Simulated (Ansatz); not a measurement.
Relaxation of AlH7OSi (10 atoms, charge 0, multiplicity 1), to a largest force component of 0.03 eV/Å in at most 50 steps.

Theory: Ansatz, RKS r2SCAN-D4/def2-SVP.

```xyz
10
Properties=species:S:1:pos:R:3:forces:R:3
Al 0.139 0.423 -0.482 -0.07 -1.00 0.06
O -0.295 -0.065 2.407 0.40 0.68 -0.38
H -1.221 0.183 2.549 0.01 -0.01 0.00
H 1.507 -0.337 -0.771 0.00 0.00 0.01
H -1.235 -0.175 -1.020 -0.01 0.00 -0.01
Si 0.148 2.502 0.622 -0.01 1.04 0.34
H 1.104 2.475 1.788 0.01 0.00 0.00
H 0.537 3.709 -0.183 -0.01 -0.02 0.02
H -1.192 2.820 1.229 0.01 -0.01 0.00
H 0.192 0.760 2.639 -0.32 -0.68 -0.04
```

Task: Where does it end, and by what steps?

Result: The forces met the threshold. The force dipped under the threshold on the way, but the program's further checks kept it going. After 10 steps the energy has fallen by 0.690 eV; H10 moved furthest, 0.89 Å. Joined: Al1–O2 (2.96 → 2.03 Å).

```json
{"step": "0", "energy less start (eV)": "0.0000", "largest force component (eV/Å)": "1.041", "accepted": "yes"}
{"step": "1", "energy less start (eV)": "-0.1420", "largest force component (eV/Å)": "1.408", "accepted": "yes"}
{"step": "2", "energy less start (eV)": "-0.4292", "largest force component (eV/Å)": "1.152", "accepted": "yes"}
{"step": "3", "energy less start (eV)": "-0.6059", "largest force component (eV/Å)": "0.636", "accepted": "yes"}
{"step": "4", "energy less start (eV)": "-0.6490", "largest force component (eV/Å)": "0.384", "accepted": "yes"}
{"step": "5", "energy less start (eV)": "-0.6678", "largest force component (eV/Å)": "0.612", "accepted": "yes"}
{"step": "6", "energy less start (eV)": "-0.6855", "largest force component (eV/Å)": "0.049", "accepted": "yes"}
{"step": "7", "energy less start (eV)": "-0.6890", "largest force component (eV/Å)": "0.028", "accepted": "yes"}
{"step": "8", "energy less start (eV)": "-0.6900", "largest force component (eV/Å)": "0.048", "accepted": "yes"}
{"step": "9", "energy less start (eV)": "-0.6902", "largest force component (eV/Å)": "0.039", "accepted": "yes"}
{"step": "10", "energy less start (eV)": "-0.6904", "largest force component (eV/Å)": "0.006", "accepted": "yes"}
```

```xyz
10
Properties=species:S:1:pos:R:3
Al 0.051 0.409 0.009
O -0.309 -0.335 1.866
H -1.184 -0.134 2.234
H 1.446 -0.316 -0.276
H -1.291 -0.117 -0.682
Si 0.143 2.800 0.629
H 1.141 3.047 1.733
H 0.512 3.750 -0.473
H -1.162 3.303 1.189
H 0.340 -0.113 2.551
```

Whether the end is a true minimum wasn't checked by a vibrational analysis.

Time of the run: 15 s on 2 threads of Intel(R) Xeon(R) 6975P-C (Granite Rapids), on a shared host, peak memory 0.15 GiB.
